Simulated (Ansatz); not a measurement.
## Ansatz (development build ahead of 0.2.0) run

```yaml
crystal:
  periodic: [false, false, false]
  atoms:
    - { symbol: C, position_ang: [-0.01068, -0.01581, -1.26156] }
    - { symbol: C, position_ang: [0.03957, -0.02111, 0.0221] }
    - { symbol: C, position_ang: [-0.00073, -0.04711, 1.32452] }
    - { symbol: H, position_ang: [-0.04086, -0.96224, -1.8614] }
    - { symbol: H, position_ang: [0.0329, 0.9375, -1.83727] }
    - { symbol: H, position_ang: [-0.92015, 0.01077, 1.829] }
    - { symbol: H, position_ang: [0.92656, 0.04719, 1.88789] }
basis:
  gaussian: { orbitals: cc-pVTZ }
hamiltonian:
  xc: hf
correlation:
  method: mp2
  frozen_orbitals: { C: 1, H: 0 }
```

The input is written out in the form of the current development build from the run's settings.

Results

```
Converged                       : yes
Reference energy                : -115.90180 hartree
Correlation energy              : -0.47676 hartree
Total energy                    : -116.37856 hartree
Spin squared of the determinant : 0.000
```
